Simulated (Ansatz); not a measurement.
```yaml
crystal:
  periodic: [false, false, false]
  atoms:
    - {symbol: F, position_ang: [-1.538455, -1.294297, 0.938669]}
    - {symbol: Al, position_ang: [-0.479445, -0.790567, -0.223911]}
    - {symbol: P, position_ang: [1.247196, 0.596294, 0.445253]}
    - {symbol: H, position_ang: [-0.678858, -1.366517, -1.679058]}
    - {symbol: H, position_ang: [1.125754, 1.381103, -0.734839]}
    - {symbol: H, position_ang: [0.365808, 1.409984, 1.207786]}
basis:
  gaussian: {orbitals: cc-pVTZ}
total_charge: -3
magnetization: {spin_polarized: true, initial_magnetization: 1}
hamiltonian: {xc: {name: revPBE0}, dispersion: d4}
scf: {lower_state_search: off}
```

```sh
$ ansatz run in.yaml --threads 2 --pin off --events-out ev --progress --plain --max-ram 4352MiB
```

It prints (some lines left out):

```
Functional definition: revPBE0
895 factors; their error is unknown
mean field evaluation 1: about -18394.4582 eV, gradient 1.8e2 eV
mean field evaluation 2: about -17302.8034 eV, gradient 5.3e2 eV
mean field evaluation 4: about -18547.0982 eV, gradient 1.5e2 eV
mean field evaluation 8: about -18633.8552 eV, gradient 3.1e0 eV
mean field evaluation 16: about -18634.0746 eV, gradient 1.8e-1 eV
mean field evaluation 32: about -18634.0764 eV, gradient 1.2e-2 eV
mean field -18634.07642769 eV, -684.7896780868 hartree, gradient 2.3e-6 eV, S^2 1.495953; 0 other end points of the search recorded, 0 dependent functions left out
reference -18634.07646152 eV, -684.7896793303 hartree; 22, 21 occupied and 118, 119 virtual orbitals, 895 factors
Total energy: -18634.69078904 eV, -684.8122554503 hartree
Checks for a lower state left out: stability, starts, cluster_reference, orbital_swaps, neighbouring_geometries, increment
```

**Question.** What is wrong with this run?

**Answer.** The charge is far from anything that the molecule holds. The run converged. The result belongs to that input, not to the molecule as meant.
